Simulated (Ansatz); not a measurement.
# BO (quartet): from Hartree-Fock to the top rungs at distance B1–O2 = 3.853 Å, 6-31G

How much of the correlation energy of BO (quartet) does each wave-function method recover here?

Computed with Ansatz 0.2.0, Gaussian basis. Level: 6-31G, core rule «outside noble gas», up to 2 orbitals frozen.

Plan: UHF; CCSD(T) on ROHF; CCSD(T) on UHF; BCCD(T) on ROHF; CISD; CCSDT(Q) on ROHF; CCSDT(Q) on UHF; CISDTQ; CCSDTQ on ROHF; CCSDTQ on UHF; CASSCF and MRCISD+Q, 5 electrons in 5 orbitals; CASSCF and NEVPT2, 5 electrons in 5 orbitals; CASSCF and MRCISD+Q, 9 electrons in 8 orbitals; CASSCF and MRCISD+Q(relaxed), 9 electrons in 8 orbitals; CASSCF and NEVPT2, 9 electrons in 8 orbitals; Full CI.

21 further runs of the same task are left out: 15 that didn't finish, 6 set aside as unsound or not needed.

## (1) The geometry

The geometry derives from a PBE0/def2-TZVP stationary point (not a proven minimum). One bond is set to the value named and the two fragments are kept rigid.

2 atoms, charge 0, spin multiplicity 4.

Atoms are counted from 1 here; the program's logs count them from 0.

No contacts short enough for the rule that draws bonds.

## (2) UHF

File in.yaml:

```yaml
crystal:
  periodic: [false, false, false]
  atoms:
    - {symbol: B, position_ang: [0.000000, 0.000000, 0.000000]}
    - {symbol: O, position_ang: [0.000000, 0.000000, 3.853000]}
basis:
  gaussian: {orbitals: 6-31G}
magnetization: {spin_polarized: true, initial_magnetization: 3}
hamiltonian: {xc: hf}
output: {orbitals: {seedname: orbitals}}
```

Launch:

```console
$ ansatz run in.yaml --threads 1 --pin off --events-out ev --progress --plain --max-ram 2393MiB
```

Further steps of the session: CCSD(T) on ROHF; CCSD(T) on UHF; BCCD(T) on ROHF; CISD; CCSDT(Q) on ROHF; CCSDT(Q) on UHF; CISDTQ; CCSDTQ on ROHF; CCSDTQ on UHF; CASSCF and MRCISD+Q, 5 electrons in 5 orbitals; CASSCF and NEVPT2, 5 electrons in 5 orbitals; CASSCF and MRCISD+Q, 9 electrons in 8 orbitals; CASSCF and MRCISD+Q(relaxed), 9 electrons in 8 orbitals; CASSCF and NEVPT2, 9 electrons in 8 orbitals; Full CI.

Q: Predict the results of all the runs planned. Wanted: FCI below the RHF energy; RMP2 from FCI; UMP2 from FCI; RCCSD from FCI; RCCSD(T) from FCI; UCCSD(T) from FCI; RCCSDT(Q) from FCI; UCCSDT(Q) from FCI; NEVPT2 pair from FCI.

As calculated:

```
                         quantity                                                                                                                     value
         FCI below the RHF energy                                                                                                                -2.8079 eV
                    RMP2 from FCI                                                                                                                +786.1 meV
                    UMP2 from FCI                                                                                                                +765.1 meV
                   RCCSD from FCI                                                                                                                 +28.9 meV
                RCCSD(T) from FCI                                                                                                                 +10.2 meV
                UCCSD(T) from FCI                                                                                                                  +9.1 meV
               RCCSDT(Q) from FCI                                                                                                                  +1.7 meV
               UCCSDT(Q) from FCI                                                                                                                  +0.5 meV
             NEVPT2 pair from FCI                                                                                                                +650.9 meV
           MRCISD+Q pair from FCI                                                                                                                  +2.3 meV
levels within 1 kcal/mol (43 meV)  RCCSD, UCCSD, RCCSD(T), UCCSD(T), BCCD(T), RCCSDT, UCCSDT, CISDTQ, RCCSDT(Q), UCCSDT(Q), RCCSDTQ, UCCSDTQ, MRCISD+Q pair
                    T1 diagnostic                                                                                                                     0.010
   effectively unpaired electrons                                                                                                                      3.18
```

RCCSD(T) lands +10.2 meV from the yardstick (0.4 % of the correlation energy). One determinant dominates. Of the multireference levels listed MRCISD+Q pair comes nearest in total energy (+2.3 meV), which doesn't show that its space is the better one. These misses are within one basis, not against nature; the frozen cores of restricted and unrestricted runs differ, which can shift their rows.
